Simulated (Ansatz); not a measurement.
# Mg2H2 (triplet): from Hartree-Fock to the top rungs, def2-TZVPP

One table from this session's results is given with a row withheld; the runs are named, their logs left out.

Computed with Ansatz 0.2.0, Gaussian basis. Level: def2-TZVPP, core rule «outside noble gas», up to 10 orbitals frozen.

The runs, in order: UHF; ROHF; CCSD(T) on UHF.

2 further runs of the same task are left out: 2 set aside as unsound or not needed.

## The system

The geometry is a PBE0/def2-TZVP stationary point (not a proven minimum).

4 atoms, charge 0, spin multiplicity 3.

Atoms are counted from 1 here; the program's logs count them from 0.

Bond lengths: Mg1–H3 1.900 Å, Mg1–H4 1.900 Å, Mg2–H3 1.900 Å, Mg2–H4 1.900 Å. Angles: H3–Mg1–H4 82.5°, H3–Mg2–H4 82.5°, Mg1–H3–Mg2 97.5°, Mg1–H4–Mg2 97.5°.

As a file:

```
Mg    0.0000    0.0000    1.4283
Mg    0.0000    0.0000   -1.4283
H     0.0000    1.2523    0.0000
H     0.0000   -1.2523    0.0000
```

Set-up of the first run:

in.yaml

```yaml
crystal:
  periodic: [false, false, false]
  atoms:
    - {symbol: Mg, position_ang: [0.000000, 0.000000, 1.428326]}
    - {symbol: Mg, position_ang: [0.000000, 0.000000, -1.428326]}
    - {symbol: H, position_ang: [0.000000, 1.252270, 0.000000]}
    - {symbol: H, position_ang: [0.000000, -1.252270, 0.000000]}
basis:
  gaussian: {orbitals: def2-TZVPP}
magnetization: {spin_polarized: true, initial_magnetization: 2}
hamiltonian: {xc: hf}
output: {orbitals: {seedname: orbitals}}
```

Started as:

```sh
ansatz run in.yaml --threads 1 --pin off --events-out ev --progress --plain --max-ram 2816MiB --backend cpu
```

Among the steps run: UHF; ROHF; CCSD(T) on UHF.

One of the session's tables, all rows but one given; the rest of the session is left out.

| method | from UCCSD(T) (kcal/mol) |
| --- | --- |
| ROHF | +53.66 |
| UHF | +53.45 |
| UMP2 | +12.32 |
| UCCSD | ? |
| UCCSD(T) | 0 |

**Question.** Estimate the row for UCCSD.

As computed: from UCCSD(T) (kcal/mol): +0.88. In the column «from UCCSD(T) (kcal/mol)» it lies between UCCSD(T) (0) and UMP2 (+12.32).

With the free atoms at the same levels and basis (separate runs), the atomisation energy is 3.978 eV at UCCSD(T), 3.432 eV at ROHF.
